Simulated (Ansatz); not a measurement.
## Ansatz (development build ahead of 0.2.0) run

```yaml
crystal:
  periodic: [false, false, false]
  atoms:
    - { symbol: C, position_ang: [0.00245, -0.04635, 0.05506] }
    - { symbol: C, position_ang: [0.86483, 0.89497, 0.92869] }
    - { symbol: C, position_ang: [0.87534, -0.90778, -0.911] }
    - { symbol: C, position_ang: [-0.92057, 0.83577, -0.86553] }
    - { symbol: C, position_ang: [-0.8669, -0.84038, 0.82654] }
    - { symbol: H, position_ang: [0.30657, 1.57168, 1.53388] }
    - { symbol: H, position_ang: [1.55461, 0.21971, 1.5649] }
    - { symbol: H, position_ang: [1.47505, 1.5631, 0.27233] }
    - { symbol: H, position_ang: [0.22097, -1.54641, -1.51925] }
    - { symbol: H, position_ang: [1.53745, -0.23434, -1.58044] }
    - { symbol: H, position_ang: [1.47439, -1.50005, -0.28901] }
    - { symbol: H, position_ang: [-1.48064, 0.23983, -1.55568] }
    - { symbol: H, position_ang: [-1.58213, 1.58034, -0.27089] }
    - { symbol: H, position_ang: [-0.3057, 1.55988, -1.53049] }
    - { symbol: H, position_ang: [-1.54384, -1.58792, 0.31304] }
    - { symbol: H, position_ang: [-0.25912, -1.54856, 1.49448] }
    - { symbol: H, position_ang: [-1.5452, -0.27752, 1.58572] }
basis:
  gaussian: { orbitals: STO-3G }
hamiltonian:
  xc: hf
correlation:
  method: mp2
  frozen_orbitals: { C: 1, H: 0 }
```

The input is written out in the form of the current development build from the run's settings.

Results

```yaml
Converged: yes
Reference_energy: -193.98873 hartree
Correlation_energy: -0.27410 hartree
Total_energy: -194.26283 hartree
Spin_squared_of_the_determinant: 0.000
```

Caution: no unrestricted run beside it, a lower state can exist.
